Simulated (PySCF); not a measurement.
These are PBE-D3(BJ)/def2-TZVP // TPSSh-D3(BJ)/def2-TZVP (PySCF 2.14.0) values and carry that method's errors. Gas-phase values, no solvent. 

Reference species (SMILES): `C=[OH+]` (charge +1, multiplicity 1).

```
Property           Value
-------------  ---------
HOMO           -16.86 eV
HOMO–LUMO gap    5.49 eV
```

Changed species: `[H]/[O+]=C\C#C` (X = ethynyl, proton added; the reference has X = H, proton added).

Question: Give the shifts of the HOMO and HOMO–LUMO gap.

Answer: the HOMO increases by 2.99 eV, to -13.87 eV; the HOMO–LUMO gap falls by 2.17 eV, to 3.32 eV.
